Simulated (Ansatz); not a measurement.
System: C3H3N, charge 0, singlet. C3H3N (SMILES C=CC#N).
B3LYP-D3(BJ)/def2-TZVP minimum from Ansatz (an electronic-structure program):
```
C
C 1 1.3311
H 2 1.0812 1 120.63
H 2 1.0816 3 117.72 1 -180.00
H 1 1.0836 2 121.31 3 0.00
C 1 1.4256 5 115.74 2 -180.00
N 6 1.1524 5 151.58 1 180.00
```

Total energies in cc-pVDZ, 20 correlated electrons, 4 frozen orbitals. Radicals and triplets start from unrestricted determinants; spin-orbit coupling is neglected. Correlated methods leave the cores frozen. No relativity. The restricted determinant of C3H3N (C=CC#N, singlet) is unstable towards broken spin symmetry in at least one set run.

```json
[
 {"method": "HF", "program": "Ansatz", "energy (Eh)": "-169.78182", "minus CCSDT(Q) (mEh)": "591.14"},
 {"method": "MP2", "program": "Ansatz", "energy (Eh)": "-170.32034", "minus CCSDT(Q) (mEh)": "52.62"},
 {"method": "CCSD", "program": "Ansatz", "energy (Eh)": "-170.34685", "minus CCSDT(Q) (mEh)": "26.11"},
 {"method": "CCSD(T)", "program": "Ansatz", "energy (Eh)": "-170.37013", "minus CCSDT(Q) (mEh)": "2.84"},
 {"method": "CCSDT(Q)", "program": "Ansatz", "energy (Eh)": "-170.37296", "minus CCSDT(Q) (mEh)": "0.00"}
]
```

Rough core times of Ansatz's runs on a shared machine: CCSD(T) under 20 s, CCSDT(Q) 2 min.
